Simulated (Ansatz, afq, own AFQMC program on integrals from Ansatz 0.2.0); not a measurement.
Integrals from Ansatz 0.2.0, then the random walk in our own AFQMC program (afq).

```yaml
crystal:
  periodic: [false, false, false]
  atoms:
    - {symbol: O, position_ang: [-1.076406, -0.027457, 0.000000]}
    - {symbol: H, position_ang: [-1.325715, 0.899119, 0.000000]}
    - {symbol: H, position_ang: [0.084594, -0.027457, 0.000000]}
    - {symbol: O, position_ang: [1.154594, -0.027457, 0.000000]}
basis:
  gaussian: {orbitals: cc-pVTZ}
magnetization: {spin_polarized: true, initial_magnetization: 2}
correlation: {method: ccsd_t, electrons: outside_noble_gas, hamiltonian_folder: ham}
```

```sh
$ ansatz run in.yaml --threads 1 --pin off --events-out ev --progress --plain --max-ram 16896MiB --backend cuda --devices 0, --max-vram 18GiB
```

afq runs on the folder ham with

```
--method phaseless --trial cisd --walkers 1500 --populations 20 --least-time 60 --time-step 0.005 --steps-per-block 50 --equilibration-blocks 28 --max-blocks 4000 --target-error 0.00022 --factor-cut 1e-05 --start spin_pure --seed 1989 --release-times 0.24,0.51,0.99,1.62,2.4 --release-step 0.03 --release-every 3 --taylor-order 6
```

Times are imaginary, in 1/Eh. The walk had a cap of 244 s. With eight or more populations the least sampling time is a fifth of least-time, and the error comes from their spread.

afq prints:

```
orbitals 86  electrons 8 6  factors 531 of 532
reference energy -150.79921965 Eh
CCSD correlation -0.45197306 Eh in 18 cycles, weight of the determinant in the CISD state 0.8813
energy of the start -151.247744 Eh
 block  time / (1/Eh)  mean weight  energy / Eh
     1     0.250  1.0009  -151.248452
     2     0.500  0.9992  -151.255727
     3     0.750  0.9997  -151.259512
     4     1.000  0.9996  -151.263300
     5     1.250  1.0000  -151.264137
     9     2.250  1.0002  -151.265046
    19     4.750  0.9999  -151.265480
    31     7.750  1.0009  -151.267602
    43    10.750  1.0006  -151.263674
    52    13.000  1.0002  -151.269177
    55    13.750  1.0005  -151.266104
    67    16.750  1.0000  -151.264583
    79    19.750  0.9992  -151.267571
    82    20.500  1.0002  -151.262964
    91    22.750  0.9995  -151.266763
   103    25.750  1.0009  -151.267983
   115    28.750  1.0010  -151.267213
   121    30.250  0.9995  -151.264932
error from the spread of 20 populations
released: time / (1/Eh)  energy / Eh  error  mean overlap
  0.24  -151.266649  0.000339  0.9930
  0.51  -151.268007  0.000775  0.9826
  0.99  -151.267499  0.000362  0.9749
  1.62  -151.267197  0.000522  0.9727
  2.40  -151.272094  0.004656  0.9596
energy -151.265733 +/- 0.000317 Eh
(rows thinned)
```

The run passed its tests (sampling time, drift between the halves within three errors, error under three times the target), which doesn't prove that it has relaxed, ending at its cap on processor time. The second half of the sampling lies below the first by 1.6 errors of their difference, so the energy may still be moving and its error bar be too small.

Against this walk (error 8.6 meV) on the same determinant: CCSD(T) 7.9 meV higher (within the noise). The error is statistical and leaves out the bias of the constraint. Released to 1.62 1/Eh the energy lies 40 ± 17 meV (both errors) below the phaseless value, which shows part or all of the bias of the constraint, and CCSD(T) lies 47.8 meV above the released value.

Cautions: constraint bias not in the error; error above the target (8.6 against 6.0 meV); lower spins were not checked.

The walk took 4.1 min on 1 × NVIDIA H100 80GB HBM3 with 2 threads of AMD EPYC 7R13 Processor (Zen 3), on a shared host (the card was shared). The log's last line is the phaseless energy.

A walk keeps the symmetry of its determinant, which the program's search chose and which needn't be the lowest solution, so a lower state of the same spin and another symmetry isn't excluded.
